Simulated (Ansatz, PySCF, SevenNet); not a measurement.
## How well does each level of theory give the lattice parameter a of grey tin (α-Sn)?

Reference value: 6.477 Å (measured, static lattice: zero-point anharmonic expansion removed; as tabulated in Mejia-Rodriguez and Trickey (2018), arXiv:1807.09216).

```
level (code)                      value (Å)
-----------------------------  ------------
SevenNet-l3i5                         6.654
LDA (Ansatz)                          6.472
PBE (Ansatz)                          6.655
RPBE (Ansatz)                    (withheld)
rVV10 (Ansatz)                   (withheld)
r²SCAN+SOC (Ansatz)                   6.564
r²SCAN-D4 (Ansatz)                    6.543
B3LYP (VWN-RPA form) (Ansatz)    (withheld)
PBE0 (Ansatz)                         6.544
Hartree–Fock (Ansatz)            (withheld)
MP2 (PySCF)                    6.444 ± 0.02
CCSD(T) (PySCF)                6.470 ± 0.02
```

Problem. What belongs in the gaps?

Solution. 
- RPBE (Ansatz, an electronic-structure program), value (Å): 6.732
- rVV10 (Ansatz), value (Å): 6.686
- B3LYP (VWN-RPA form) (Ansatz), value (Å): 6.674
- Hartree–Fock (Ansatz), value (Å): 6.605

Errors against the reference: SevenNet-l3i5 +2.73 %, LDA -0.08 %, PBE +2.75 %, RPBE +3.94 %, rVV10 +3.23 %, r²SCAN+SOC +1.34 %, r²SCAN-D4 +1.02 %, B3LYP (VWN-RPA form) +3.04 %, PBE0 +1.03 %, Hartree–Fock +1.98 %, MP2 -0.51 %, CCSD(T) -0.11 %.

Once the reference is moved by up to 0.10 % (a margin picked here for doubts on the reference and the settings) and values within 0.10 % count as equal, the nearest can be LDA (-0.08 %) or CCSD(T) (-0.11 %). Farthest off among them: RPBE (+3.94 %). Within 0.3 %: LDA, CCSD(T).

A ± on a computed value is a rough bar: the spread of its extrapolation, a floor set from checks against published values, or a statistical error. RPBE: the cell is over a tenth larger than the published one: the level's own overestimate first of all, though another phase or state, or a fault of the published cell, is possible. Cutoffs and k meshes differ between the levels. Ansatz's density-functional and Hartree–Fock values are scalar-relativistic unless marked +SOC, with PAW data made under PBE.

Machine-learned potentials (SevenNet-l3i5) are trained on DFT data: a solid inside that data is no test of them.

Differences are worked out from the printed values.
